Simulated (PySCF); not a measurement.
# Stretching MgF

Set-up: PySCF, spin-free X2C with a Gaussian nucleus, basis sets Mg x2c-SVPall, F x2c-SVPall. Energies in eV from Mg + F in their ground configurations at the same level. State: ²Σ⁺ (doublet), unpaired electrons σ ↑.

All columns are BHandHLYP. A positive dipole means Mg(−)F(+).

```
R (Å)  E (eV)  μ (D)  Mulliken charge on Mg (basis-dependent)  HOMO (eV)  LUMO (eV)  Mayer bond order  ⟨S²⟩
1.523  -3.264  -2.46                                     0.62      -6.13      -2.05              0.71  0.75
1.594  -3.773  -2.70                                     0.59      -6.22      -2.12              0.76  0.75
1.665  -4.042  -2.95                                     0.57      -6.31      -2.19              0.79  0.75
1.718  -4.129  -3.14                                     0.56      -6.38      -2.25              0.81  0.75
1.771  -4.142  -3.34                                     0.55      -6.45      -2.31              0.83  0.75
1.824  -4.099  -3.54                                     0.55      -6.51      -2.37              0.84  0.75
1.895  -3.976  -3.81                                     0.54      -6.60      -2.46              0.84  0.75
1.984  -3.749  -4.16                                     0.54      -6.70      -2.57              0.84  0.75
2.090  -3.410  -4.60                                     0.54      -6.83      -2.70              0.83  0.75
2.232  -2.906  -5.18                                     0.55      -6.99      -2.88              0.82  0.75
```

A fit through these points gives, at Re = 1.755 Å, μ = -3.28 D and dμ/dR = -3.70 D/Å; the reduced mass is 10.6 u.

**Question.** How strong is the fundamental in the double-harmonic approximation, I = 42.26·(dμ/dR)²/μred km/mol?

**Answer.** I = 42.26·(-3.70)²/10.6 = 54.6 km/mol at BHandHLYP.

The state was picked by a PBE0 search and need not be the measured ground state.
